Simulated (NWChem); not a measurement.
System: NO cation

Results from NWChem. Structure relaxed at the PBE-D3(BJ)/def2-SVP level. Total energies compare along this basis series because the functional is fixed.

```
level            basis functions  energy (Ha)  highest occupied level (eV)  orbital gap (eV)
---------------  ---------------  -----------  ---------------------------  ----------------
PBE/cc-pVDZ                   28    -129.4265                       -23.08              8.37
PBE/aug-cc-pVDZ               46    -129.4317                       -23.11              8.40
PBE/cc-pVTZ                   60    -129.4621                       -23.11              8.41
PBE/aug-cc-pVTZ               92    -129.4629                       -23.11              8.41
PBE/cc-pVQZ                  110    -129.4726                       -23.10              8.41
```
